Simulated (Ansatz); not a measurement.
# Molecular dynamics, step by step

H₃S₂O (charge +1), singlet, SPW92/def2-SVP (Ansatz 0.2.0). Settings (timestep in fs, temperature in K, friction in 1/fs; T counts 18 degrees of freedom, while the starting velocities carry no drift of the centre of mass, so T starts below the set value):

```yaml
hamiltonian: {xc: lda}
md: {n_steps: 80, timestep: 0.75, temperature: 1500, ensemble: nvt_langevin, seed: 589, friction: 0.002, initial_velocities: maxwell_boltzmann}
```

Start:

| atom | x (Å) | y (Å) | z (Å) |
| --- | --- | --- | --- |
| O1 | -0.9942 | 0.4087 | -0.5975 |
| S2 | 0.0132 | -0.9351 | 0.6199 |
| S3 | 1.8737 | -0.6618 | 0.2211 |
| H4 | -1.4879 | -0.0607 | -1.2920 |
| H5 | -1.6157 | 0.9362 | -0.0669 |
| H6 | 2.2111 | 0.3127 | 1.1155 |

```tsv
step	time (fs)	potential energy less the start (meV)	kinetic energy (meV)	T (K)
0	0.00	0.0	969.5	1250
5	3.75	134.1	762.4	983
10	7.50	391.7	506.6	653
15	11.25	412.1	547.1	705
20	15.00	464.7	516.2	666
25	18.75	346.9	617.0	796
30	22.50	210.3	841.2	1085
35	26.25	369.9	553.3	713
40	30.00	337.9	558.6	720
45	33.75	309.3	585.8	755
50	37.50	271.6	703.7	907
55	41.25	293.5	626.3	808
60	45.00	350.4	593.9	766
65	48.75	441.0	498.8	643
70	52.50	419.9	540.4	697
75	56.25	211.2	822.0	1060
80	60.00	308.7	711.6	918
```

Step 45, positions (Å) and forces (eV/Å):

```
atom       x       y       z      Fx      Fy      Fz
  O1  -1.183   0.320  -0.212  -1.544   1.640   0.768
  S2   0.050  -0.877   0.620   1.659  -0.001   0.024
  S3   1.961  -0.549  -0.031  -1.274   0.467   0.946
  H4  -1.778  -0.239  -0.800   0.178   0.639   0.404
  H5  -1.722   1.059   0.365   1.401  -2.136  -1.526
  H6   2.430   0.372   0.961  -0.420  -0.609  -0.616
```

Step 55, positions (Å) and forces (eV/Å):

```tsv
atom	x	y	z	Fx	Fy	Fz
O1	-1.256	0.375	-0.155	1.571	0.327	0.699
S2	0.092	-0.873	0.639	1.247	0.255	-0.616
S3	1.977	-0.506	-0.096	-1.972	-0.517	0.368
H4	-1.697	-0.218	-0.775	-1.077	-0.096	-0.577
H5	-1.739	1.097	0.327	-0.141	-0.442	-0.204
H6	2.365	0.167	1.013	0.373	0.473	0.330
```

Step 60, positions (Å) and forces (eV/Å):

```csv
atom,x,y,z,Fx,Fy,Fz
O1,-1.270,0.397,-0.129,-1.369,0.754,-0.030
S2,0.124,-0.869,0.641,0.773,0.255,-0.740
S3,1.972,-0.484,-0.124,-1.797,-0.530,0.349
H4,-1.813,-0.149,-0.796,0.566,0.864,0.967
H5,-1.854,1.144,0.340,1.407,-1.880,-0.887
H6,2.399,0.122,1.008,0.420,0.536,0.341
```

Last step (80):

```json
{"atom": "O1", "x (Å)": "-1.3246", "y (Å)": "0.5059", "z (Å)": "-0.0758"}
{"atom": "S2", "x (Å)": "0.2821", "y (Å)": "-0.8301", "z (Å)": "0.6338"}
{"atom": "S3", "x (Å)": "1.9036", "y (Å)": "-0.3960", "z (Å)": "-0.1954"}
{"atom": "H4", "x (Å)": "-1.8474", "y (Å)": "0.0423", "z (Å)": "-0.7221"}
{"atom": "H5", "x (Å)": "-1.7561", "y (Å)": "0.9323", "z (Å)": "0.7287"}
{"atom": "H6", "x (Å)": "2.6658", "y (Å)": "0.2709", "z (Å)": "0.7850"}
```

The run took about 34 s on 2 CPU threads of an Arm Neoverse V1 (shared host).
